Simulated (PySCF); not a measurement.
acetamide cation (C₂H₅NO), SMILES C(C)(N)=O (connectivity only; charge and spin as stated), charge +1, multiplicity 2. Atoms are numbered in the order given.

```xyz
9

C     -0.5100    -1.3059     0.0000
C      0.0828     0.0881     0.0000
N     -0.6292     1.1850     0.0000
O      1.3462     0.0814     0.0000
H     -1.1210    -1.4071     0.9127
H     -1.1210    -1.4071    -0.9127
H      0.2775    -2.0723     0.0000
H     -0.1907     2.1075     0.0000
H     -1.6473     1.1384     0.0000
```
Charge +1, spin multiplicity 2.

Geometry: B3LYP-D3(BJ)/def2-SVP. The spin state was assumed, not searched. One conformer was computed; it need not be the lowest.

Level of theory: PBE/def2-TZVPD (PySCF).

Mulliken values depend strongly on the basis, most of all with diffuse functions as here. ESP charges are fitted to the potential on shells at 1.4 to 2.0 van der Waals radii. Atomic charges (e):

```
atom  ESP fit  Mulliken  meta-Löwdin  Mulliken spin
----  -------  --------  -----------  -------------
C1      -0.68     -0.58          ___           0.13
C2       0.66      0.52         0.43          -0.04
N3      -0.73     -0.13          ___           0.03
O4      -0.05     -0.07        -0.02           0.84
H5       0.29      0.27         0.20           0.01
H6       0.29      0.27         0.20           0.01
H7       0.29      0.26         0.20           0.01
H8       0.48      0.23          ___           0.01
H9       0.44      0.22          ___           0.00
```

Question: Complete the blanks. (The exact figures need the calculation; the answer reports its results.)

Answer: 
- C1, meta-Löwdin: -0.34
- N3, meta-Löwdin: -0.28
- H8, meta-Löwdin: 0.31
- H9, meta-Löwdin: 0.31
